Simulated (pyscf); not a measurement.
A first-order saddle from PySCF, ωB97X-D3(BJ)/def2-SVP:

```xyz
6

Cl     1.3472     1.2920    -1.0995
Si     1.1304    -0.0652     0.4235
Cl     0.2272     0.8296     2.0334
H      0.1907    -1.2224    -0.0836
H      2.4697    -0.5527     0.8305
H     -0.5804    -2.0518    -0.4831
```
Charge 0, spin multiplicity 2.

Surface: doublet, charge 0. Lowest wavenumbers (cm⁻¹): 1048i, 158, 176, 191, 541.

### Question
What reaction is this the transition state of?

### Answer
`[Cl][SiH][Cl]` [doublet] + `[H][H]` <-> `[Cl][SiH2][Cl]` + `[H]` [doublet], a hydrogen abstraction read from left to right: H–H broken and H–Si formed. At ωB97M-D3(BJ)/def2-TZVP it lies +69.4 kJ/mol from the left side and +20.5 kJ/mol from the right (each side as separated species at their lowest minima found). One saddle was located; it need not be the lowest between these sides. The angle at the transferred H is 176°.
